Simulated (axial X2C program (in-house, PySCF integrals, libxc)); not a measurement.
# A two-component session on PC⁺: properties at the nuclei

Aim: properties at the nuclei of PC⁺, with spin–orbit coupling in the Hamiltonian from the start.

Computed with an in-house X2C program for linear molecules on PySCF integrals. Level: two-component X2C with atomic mean-field terms, P dyall-v3z, C dyall-v3z.

All values are calculated.

**1. Set-up**

The input, task.json:

```json
{"zs": [15, 6], "q": 1, "bas": ["dyall-v3z", "dyall-v3z"], "r0": 1.69, "levels": ["PBE0", "HF", "BP86", "LDA", "r2SCAN"], "nst": 3}
```

Keys: zs atomic numbers; q charge; bas basis sets; r0 starting distance in Å; levels methods (HF also brings MP2); nst determinants followed.

Started as:

```console
python soeom.py task.json out
```

Further steps of the session: Expectation values, lowest determinant; Expectation values, a higher determinant; Expectation values, a higher determinant.

What does the calculation give? Wanted: lowest determinant; Eeff magnitude; Ws magnitude P; A∥/gI P; qzz P; higher determinant (for each run or level that gives them).

As calculated:

| quantity | value |
| --- | --- |
| lowest determinant | Ω = 2 (excess of +ω over −ω: ω = 1/2, ω = 3/2) |
| Eeff magnitude (GV/cm), PBE0 | 0.0195 |
| Ws magnitude P (kHz), PBE0 | 0.000674 |
| A∥/gI P (MHz), PBE0 | 119 |
| qzz P (a.u.), PBE0 | -1.23 |
| higher determinant | Ω = 1 (excess of +ω over −ω: ω = -1/2, ω = 3/2) |
| Eeff magnitude (GV/cm), PBE0, higher determinant | 0.0162 |
| Ws magnitude P (kHz), PBE0, higher determinant | 0.0153 |
| A∥/gI P (MHz), PBE0, higher determinant | 131 |
| qzz P (a.u.), PBE0, higher determinant | -0.94 |
| higher determinant | Ω = 1 (excess of +ω over −ω: 2 × ω = 1/2) |
| Eeff magnitude (GV/cm), PBE0, higher determinant | 0.0155 |
| Ws magnitude P (kHz), PBE0, higher determinant | 0.0148 |
| A∥/gI P (MHz), PBE0, higher determinant | 230 |
| qzz P (a.u.), PBE0, higher determinant | -0.95 |

In the first state, the effective field runs from 0.00323 to 0.0255 GV/cm over the mean-field levels, so the levels don't agree on it. The expectation values come from single determinants, which for open shells can mix terms of unlike spin or miss the lowest Ω, so a determinant need not be a state. Eeff is the effective electric field on the electron dipole moment in this Ω state and Ws the scalar–pseudoscalar constant (defined with the proton number Z and per Ω); A∥ is the parallel hyperfine constant, which follows by multiplying with the nuclear g factor gI = μI/(I μN); qzz is the electric field gradient, eQq0 = 234.96 MHz × Q/barn × qzz. The operators were transformed with the bare-nucleus X2C matrices.
